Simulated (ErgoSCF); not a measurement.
# OH− (hydroxide), run twice

Wanted: a single-point energy of OH− (hydroxide), UBLYP/4-31G.

The results are computed with ErgoSCF 3.8.

7 further runs of the same task are left out: 6 that didn't finish, 1 set aside as unsound or not needed.

### 1 The structure to begin with

OH−: 2 atoms, total charge -1, spin state singlet. SMILES: `[OH-]`. The coordinates come from a PBE0-D4/def2-TZVPD relaxation.

Bond lengths: O1–H2 0.964 Å.

### 2 Try one

run.inp reads:

```
set_nthreads(1)
scf.output_mulliken_pop = 1
scf.starting_guess_disturbance = 0.05
basis = "4-31G"
XC.radint = 0.01
XC.angint = 7
XC.type = "GC2"
tmpdir = "."
scf.max_number_of_iterations = 68
XC.angmin = 3
scf.use_diagonalization = 1
scf.force_unrestricted = 1
charge = -1
molecule_inline
O  0.77818922 -0.24906590 0.40156680
H  -0.77818922 0.24906590 -0.40156680
EOF
run "BLYP"
```

Launch:

```bash
ergo run.inp
```

The program printed:

```text
[...]
INDF Weighted mixed functional:
[...]
INSC Energy   1 =        -54.76150012633
[...]
INDE E_LUMO =          0.39913258715
[...]
INSC Energy  22 =        -75.61708995591  ( diff     -0.000000000001279 )
[...]
RESC CONVERGED after  22 iterations.
RESC FINAL ENERGY:        -75.61708995591
RESC FINAL <S2> =          0.00000000000
[...]
INSC SCF: dipole_moment_x [atomic units] =      -1.01892025
INSC SCF: dipole_moment_y [atomic units] =       0.38364984
INSC SCF: dipole_moment_z [atomic units] =      -0.58748945
[...]
```

Run time: 0.54 s. Hardware: 1 thread of Arm Neoverse V1, shared host; peak memory 0.26 GiB.

### 3 Diagnosis

The run finished; that doesn't make the result usable.

What is wrong: the grid is far too coarse. The sound input differs in these keys, not all of which need be the cause: radint 5e-09 in place of 0.01; angular grid order 29 in place of 7.

### 4 Try two

input.ego reads:

```
set_nthreads(1)
molecule_inline
O      0.77818922    -0.24906590     0.40156680
H     -0.77818922     0.24906590    -0.40156680
EOF
scf.force_unrestricted = 1
tmpdir = "."
scf.use_diagonalization = 1
XC.type = "GC2"
scf.max_number_of_iterations = 100
scf.output_mulliken_pop = 1
scf.starting_guess_disturbance = 0.05
basis = "4-31G"
charge = -1
run "BLYP"
```

Launch:

```bash
ergo input.ego
```

The program printed:

```text
[...]
INDF Weighted mixed functional:
[...]
INSC Energy   1 =        -54.74747621653
[...]
INDE E_LUMO =          0.39845313760
[...]
INSC Energy  22 =        -75.59772116099  ( diff     -0.000000000001663 )
[...]
RESC CONVERGED after  22 iterations.
RESC FINAL ENERGY:        -75.59772116099
RESC FINAL <S2> =          0.00000000000
[...]
INSC SCF: dipole_moment_x [atomic units] =      -1.04507629
INSC SCF: dipole_moment_y [atomic units] =       0.33448527
INSC SCF: dipole_moment_z [atomic units] =      -0.53928687
[...]
```

Wall time 0.77 s (1 thread of Arm Neoverse V1, shared host); peak memory 0.26 GiB.

### 5 Summary of results

At UBLYP/4-31G:

| quantity | value |
| --- | --- |
| total energy | -75.59772 Eh |

**Reading.** The first attempt's energy was -0.527 eV off this one.
